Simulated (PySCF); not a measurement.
Consider `[BH2-]N` ([BH4N]-•, doublet). Non-hydrogen atoms are numbered in `[BH2-:1][NH2:2]`.

Computed at B3LYP-D3(BJ)/ma-def2-TZVP // PBE0-D3(BJ)/ma-def2-SVP with PySCF (density fitting, grid level 2). The prefix ma- adds one diffuse s and one diffuse p function on all atoms but H. Thermal corrections: PBE0-D3(BJ)/ma-def2-SVP frequencies, unscaled, ideal gas at 298.15 K and 1 bar, quasi-RRHO entropy.

Task: What are the vertical and the adiabatic detachment energy for forming the singlet neutral?

Result: -0.40 eV vertical and -0.38 eV adiabatic, the latter with zero-point energy, which puts it above the vertical value.

Caveats: the parent anion holds its electron weakly or not at all, so the values hang on the basis.

---

Consider `[AlH3-]` ([AlH3]-•, doublet). Numbering: `[AlH3-:1]`

Energies: M06-2X/ma-def2-TZVP (PySCF, density fitting, integration grid level 3) on PBE0-D3(BJ)/def2-SVP structures. The prefix ma- adds one diffuse s and one diffuse p function on all atoms but H. Thermal corrections: PBE0-D3(BJ)/def2-SVP frequencies, unscaled, ideal gas at 298.15 K and 1 bar, quasi-RRHO entropy.

(1) What are the vertical and the adiabatic detachment energy for forming the singlet neutral?

Answers

(1) 1.00 eV vertical and 0.36 eV adiabatic, the latter with zero-point energy.

Caveats: structures of the anions come from def2-SVP, which lacks diffuse functions.

---

Consider `O=C1[CH][CH+]1` ([C3H2O]+•, doublet). Optimised structure (Å), atoms numbered from 1:
```
O     1.9631   -0.3752   -0.0307
C     0.7944   -0.1506   -0.0171
C    -0.3335    0.7367   -0.0134
C    -0.5815   -0.5566    0.0106
H    -0.5982    1.8019   -0.0260
H    -1.2221   -1.4477    0.0338
```

Computed at B3LYP-D3(BJ)/ma-def2-TZVP // PBE0-D3(BJ)/def2-SVP with PySCF (density fitting, grid level 2). The prefix ma- adds one diffuse s and one diffuse p function on all atoms but H. Zero-point and thermal terms (298.15 K, 1 bar) come from unscaled PBE0-D3(BJ)/def2-SVP harmonic frequencies, with soft modes damped to free rotors in the entropy.

Task: What are the vertical and the adiabatic recombination energy for forming the singlet neutral?

Result: 9.23 eV vertical and 9.36 eV adiabatic, the latter with zero-point energy.
